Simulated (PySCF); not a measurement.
# C2H5N, cut into parts across a bond: interaction energy

The task here is to estimate one member of a computed series from the others.

Computed with PySCF 2.14.0; each step states its level. No surroundings beyond the atoms listed, unless a continuum is named. Atoms count from 0, parts from 1.

## The system as given

8 atoms, charge 0, multiplicity 1; geometry: GFN2-xTB. Parts: 1 = atoms 0–6, `CC#[NH+]`, charge 1; 2 = atom 7, `[H-]`, charge -1. In the given geometry H7 is bonded to C1 (1.12 Å), so values for the parts refer to these atom groups.

Set-up of the first run:

What the job is given:

```
{"job": {"xc": "PBE0", "basis": "def2-SVPD", "d3": "d3bj", "grid": 2, "kind": "geom", "shake": 0.01}, "charge": 0, "multiplicity": 1, "parts": [{"atoms": "0-6", "charge": 1, "multiplicity": 1}, {"atoms": "7-7", "charge": -1, "multiplicity": 1}]}
C     -0.836739     0.319692     0.000700
C      0.606117     0.339527    -0.239591
N      1.264125    -0.701608    -0.074307
H     -1.151224    -0.639471     0.305541
H     -1.106248     1.068679     0.755677
H     -1.380622     0.640484    -0.917991
H      2.292884    -0.620710    -0.241981
H      1.042175     1.318231    -0.562854
```

Command:

```
OMP_NUM_THREADS=1 python cluster_run.py task.json out
```

One launch serves the whole session: the jobs run in the order shown.

Steps of the session up to this table: Geometry optimisation at PBE0-D3(BJ)/def2-SVPD; Coupled-cluster interaction energy: CCSD(T) and MP2.

One table of the session follows, with a row left open; its other results are not shown here.

It belongs to the step «Coupled-cluster interaction energy: CCSD(T) and MP2». 

| method | interaction energy (kcal/mol) |
| --- | --- |
| HF/aug-cc-pVDZ | -293.52 |
| MP2/aug-cc-pVDZ | -276.26 |
| CCSD/aug-cc-pVDZ | -277.82 |
| CCSD(T)/aug-cc-pVDZ | -273.65 |
| HF/aug-cc-pVTZ | -294.75 |
| MP2/aug-cc-pVTZ | ? |
| SCS-MP2/aug-cc-pVTZ | -279.92 |
| MP2, extrapolated | -283.37 |
| CCSD(T), limit estimate | -280.75 |

Q: Estimate the row for MP2/aug-cc-pVTZ from the others.

**Answer.** interaction energy (kcal/mol): -281.63. In the column «interaction energy (kcal/mol)» it lies between MP2, extrapolated (-283.37) and CCSD(T), limit estimate (-280.75).

At this geometry H7 is bonded to C1 (1.11 Å), so this energy is mostly that of cutting a chemical bond between strained fragments, not an intermolecular interaction.

Caveats from the session: The interaction energy leaves out the deformation of the parts, 54.01 kcal/mol at MP2. So large a deformation means that a part is far from its own minimum, so a sum across the two methods would be rough.
